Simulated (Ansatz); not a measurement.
```xyz
8

B     0.0437   -0.0163   -0.8525
N    -0.0422   -0.0105    0.7465
H     0.0703   -1.1321   -1.1765
H    -1.0660    0.5124   -1.2997
H     0.9280    0.5298   -1.2033
H     0.0952    0.9392    1.1090
H    -0.9179   -0.5339    1.0645
H     0.8304   -0.4332    1.0306
```

RHF-MP2 on singlet BNH₆ was run in several spherical basis sets with Ansatz (development build ahead of 0.2.0). Frozen core: 2 orbitals.

Question: Rank the basis sets by the total energy that they give, lowest first, with the distance from the lowest.
A. STO-3G
B. cc-pVDZ
C. def2-SVP
D. 6-31G

Answer: B (0.00 eV), C (1.74 eV), D (4.31 eV), A (33.39 eV).

Totals follow the description of the cores as much as that of the bonds, so this order isn't one of quality for chemistry.
